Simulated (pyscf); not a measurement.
`[CH3][Zr]([Cl])([Cl])[Cl]` + `[H]` [doublet] → `[CH4]` + `[Cl][Zr]([Cl])[Cl]` [doublet], a substitution at C (doublet surface; C–Zr broken, C–H formed). PySCF, gas phase, ωB97X-D3(BJ)/def2-SVP geometries. Energies in kcal/mol from the separated reactants.

Small-basis levels: PySCF, no dispersion term, spherical d functions. Open shells are spin-unrestricted. 

Question: Quick BP86/6-31G*+LANL2DZ single points give ΔE‡ = 3.4 kcal/mol and ΔE = -43.2 kcal/mol. What does ωB97M-D3(BJ)/def2-TZVP give, and how far is the quick result from it?

Answer: ωB97M-D3(BJ)/def2-TZVP gives ΔE‡ = 13.4 kcal/mol and ΔE = -41.0 kcal/mol. BP86/6-31G*+LANL2DZ lies 10.0 kcal/mol under it in the barrier and 2.2 kcal/mol under it in the reaction energy, so on this step it does not hold to within 3.0 kcal/mol. ωB97M-D3(BJ)/def2-TZVP has limits of its own. One saddle was located; it need not be the lowest between these sides. The angle at the attacked C is 180°. Open-shell species with a d-block atom are single-reference here; other states, and whether the spin sits on metal or ligand, were not checked. In the def2 sets elements past Kr carry core potentials, without spin-orbit coupling.
